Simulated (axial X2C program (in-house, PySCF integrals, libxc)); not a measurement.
## CF⁺: cheaper levels and CCSD(T), two-component

Calculated with an axial X2C code built on PySCF integrals. Two-component (2c) means X2C with spin–orbit coupling and atomic mean-field two-electron Coulomb and Gaunt terms. Basis: F dyall-av3z [7s6p3d2f], C dyall-v3z [7s6p2d1f] (cores contracted in-house); Gaussian nuclei, density fitting, unrestricted open shells. Masses: F 18.998 u, C 12.000 u.

State: Ω = 0 (closed shell); fragments F + C+.

```json
{"level": "PBE0", "Re (Å)": "1.153", "ωe (cm⁻¹)": "1814.9", "De (eV)": "7.98"}
{"level": "HF", "Re (Å)": "1.132", "ωe (cm⁻¹)": "1972.7", "De (eV)": "5.40"}
{"level": "MP2", "Re (Å)": "1.158", "ωe (cm⁻¹)": "1806.4", "De (eV)": "8.07"}
{"level": "CCSD", "Re (Å)": "1.156", "ωe (cm⁻¹)": "1821.4", "De (eV)": "7.44"}
{"level": "M06", "Re (Å)": "1.150", "ωe (cm⁻¹)": "1847.1", "De (eV)": "8.06"}
```

Correlated methods: 10 electrons correlated (number of frozen shells: F 1 s; C 1 s), 172 virtual spin orbitals or spinors in MP2, 90 natural virtuals in coupled cluster.

CCSD(T), same Hamiltonian and basis:

Re = 1.162 Å, ωe = 1774.3 cm⁻¹, De = 7.68 eV; T1 = 0.020 (Lee–Taylor normalisation).

Task: Give the differences from CCSD(T) in the columns below.

Result: 

```csv
level,ΔRe (Å),Δωe (cm⁻¹),ΔDe (eV)
PBE0,-0.009,41,0.30
HF,-0.030,198,-2.28
MP2,-0.004,32,0.39
CCSD,-0.006,47,-0.24
M06,-0.012,73,0.38
```

Occupations by symmetry block were frozen at the best pattern of an incomplete PBE0 search. Closed shells are restricted here (equal orbitals for both partners); the stretched side of such a curve lies too high. De is counted from the lowest determinant-based energies of the atoms at the same level, without counterpoise correction. CCSD and (T) use frozen natural virtuals with an MP2 correction for the truncation; (T) itself is uncorrected, so its De runs slightly low. The 2c atoms are single determinants rather than J levels; their spin–orbit lowering is only partly caught, and De is too large by that part. This holds for PBE0, M06. The functionals have no current-density term, which raises determinants with orbital currents, atoms included.
